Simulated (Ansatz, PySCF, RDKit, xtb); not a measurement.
# C3H6OS: ranking a sample of isomers

Which of a sample of isomers of C3H6OS is the most stable in the gas at 298.15 K, and what are its properties? The sample is small against all isomers, and the most stable one of this formula need not be in it.

Plan: many cheap relaxations first (GFN2-xTB), then density-functional screening, relaxation at B3LYP-D3(BJ)/def2-SVP, vibrations and a final energy. The numbers are computed, not measured.

### Step 1. Drawing up candidates

Isomers were taken from a list of plausible structures; this is a sample, not all of them. That gives 6 candidates.

```
label        SMILES     spin
 c174        COCC=S  singlet
 c355  CO[C@@H]1CS1  singlet
 c359        CSCC=O  singlet
 c514       SC1COC1  singlet
 c984      CC(=S)CO  singlet
 c993      CC(=O)CS  singlet
```

Candidates are built by distance geometry, with a force field where one applies, in up to four conformers (letters a to d).

Q: Predict the outcome of this search (final energies at CCSD(T)/def2-SVP + MP2/def2-TZVPP - MP2/def2-SVP).

| quantity | value |
| --- | --- |
| lowest structure found | CC(=O)CS, singlet, C1 |
| next finalist | CSCC=O, singlet, 7.6 kcal/mol higher in G |
| share at equilibrium, among the finalists | 100.0 % |
| harmonic wavenumbers, lowest and highest (B3LYP-D3(BJ)/def2-SVP) | 67 and 3163 cm⁻¹ |
| rotational constants, same geometry | 0.3165, 0.07511, 0.06267 cm⁻¹ |
| dipole moment (PBE0/def2-TZVPD) | 3.35 D |
| HOMO energy (PBE0/def2-TZVPD) | -6.89 eV |
| LUMO energy (PBE0/def2-TZVPD) | -0.90 eV |
| HOMO–LUMO gap (PBE0/def2-TZVPD) | 5.99 eV |
| lowest excitation (TD-PBE0/def2-SVPD) | 4.56 eV (f = 0.001) |
| strongest of the states computed, same level | 7.00 eV (f = 0.056) |
| lowest triplet excitation, same level, Tamm-Dancoff | 4.01 eV |
| vertical ionisation energy | 9.14 eV |
| vertical electron affinity | -0.84 eV (unbound: the value depends on the basis) |
| vertical triplet less singlet | +3.95 eV |

`CC(=O)CS` comes out lowest. The margin of 7.6 kcal/mol over the next finalist is beyond the usual error of the last level; it says nothing of structures that weren't ranked. GFN2-xTB, r2SCAN-D4/def2-SVP, B3LYP-D3(BJ)/def2-SVP, HF/def2-SVP and MP2/def2-SVP already put its bonding pattern lowest among the structures in one piece; HF/STO-3G favours the singlet SC1COC1 (c514a, not a finalist). 4 minima inside the window were never screened. Lowest found is not proven lowest: the search is finite, and each finalist counts with one conformer. Only 6 drawn patterns were tried, so whole families of isomers are missing, and the result ranks this sample alone. The lowest isomer need not be the one that is made and kept in a bottle, which depends on barriers.
